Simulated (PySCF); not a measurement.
Level of theory: PBE-D3(BJ)/def2-TZVP // CAM-B3LYP-D3(BJ)/def2-TZVP (PySCF). All species are isolated molecules in the gas phase. Delta-SCF ions had no search for a lower state. 

Reference species (SMILES): `[F][Al]([F])[F]` (neutral, multiplicity 1).

```json
{
  "vertical ionisation energy (Delta-SCF)": "13.53 eV",
  "LUMO": "-2.38 eV"
}
```

Changed species: `[F][AlH2]` (1 of 3 H replaced by F; the reference has 3 of 3 H replaced by F).

**Question.** Give the shifts of the vertical ionisation energy (Delta-SCF) and LUMO.

**Answer.** the vertical ionisation energy (Delta-SCF) decreases by 2.40 eV, to 11.13 eV; the LUMO goes up by 0.25 eV, to -2.13 eV.
